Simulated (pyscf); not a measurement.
**Elimination: H₃Si–SiH₂–SiH₃ → H₂Si=SiH–SiH₃ + hydrogen (H₂)**

Gas phase, singlet surface, charge 0. Bonds broken: Si2–H8, Si7–H9. Bonds formed: H8–H9. PySCF, gas phase, ωB97X-D3(BJ)/def2-SVP geometries.

Transition state (Å):

```xyz
11

Si    -2.0368    -1.0042     0.1269
Si    -1.1363     0.6164     1.5798
H     -1.1058    -2.1751     0.0758
H     -2.2427    -0.5878    -1.3059
H     -3.3587    -1.4741     0.6382
H     -1.9751     1.8131     1.1608
Si     0.5873     1.2016     0.1257
H     -0.8695     1.1380    -0.5398
H     -0.2238     1.4350    -1.3126
H      1.4521     0.1310    -0.4240
H      1.1933     2.5541     0.1511
```

One imaginary mode, 1223i cm⁻¹; descent along it reached the two sides named.

```tsv
bond	change	reactant side (Å)	saddle	product side
Si2–H8	breaks	1.480	2.199	4.1
Si7–H9	breaks	1.491	1.668	3.8
H8–H9	forms	3.5	1.050	0.761
```

Electronic energies relative to the reactant's lowest minimum found (kJ/mol):

```json
[
 {"level": "ωB97X-D3(BJ)/def2-TZVP", "barrier": "331.9", "reaction energy": "+219.2", "reverse barrier": "112.6"},
 {"level": "PBE/def2-TZVP", "barrier": "276.3", "reaction energy": "+193.8", "reverse barrier": "82.5"},
 {"level": "r²SCAN/def2-TZVP", "barrier": "296.8", "reaction energy": "+205.1", "reverse barrier": "91.7"},
 {"level": "B3LYP-D3(BJ)/def2-TZVP", "barrier": "313.4", "reaction energy": "+205.0", "reverse barrier": "108.4"},
 {"level": "PBE0-D3(BJ)/def2-TZVP", "barrier": "299.7", "reaction energy": "+213.1", "reverse barrier": "86.7"},
 {"level": "M06-2X/def2-TZVP", "barrier": "316.5", "reaction energy": "+207.8", "reverse barrier": "108.7"},
 {"level": "ωB97M-D3(BJ)/def2-TZVP", "barrier": "316.7", "reaction energy": "+215.6", "reverse barrier": "101.0"},
 {"level": "HF/def2-TZVP", "barrier": "419.6", "reaction energy": "+241.1", "reverse barrier": "178.6"}
]
```

With ωB97M-D3(BJ)/def2-TZVP energies and thermal terms (ideal gas, 1 atm, RRHO with modes under 100 cm⁻¹ raised to 100, one conformer, R ln 2 for chiral ones without a mode under 150 cm⁻¹), in kJ/mol:

```csv
T (K),ΔH‡,ΔG‡,ΔH,ΔG
298,306.7,307.0,+204.4,+167.6
600,305.3,307.9,+207.1,+129.0
900,303.8,309.6,+206.4,+90.0
1200,302.2,311.7,+203.9,+51.6
```

At the saddle there is also a short H–Si contact that neither side keeps. This saddle turned up in a search for another step; its sides and bond changes are read from the two ends of the descent. H₂Si=SiH–SiH₃ lies 45.7 kJ/mol over its isomer cyclic H₆Si₃ (SMILES [SiH2]1[SiH2][SiH2]1) (electronic energy, ωB97M-D3(BJ)/def2-TZVP). One saddle was located; it need not be the lowest between these sides.
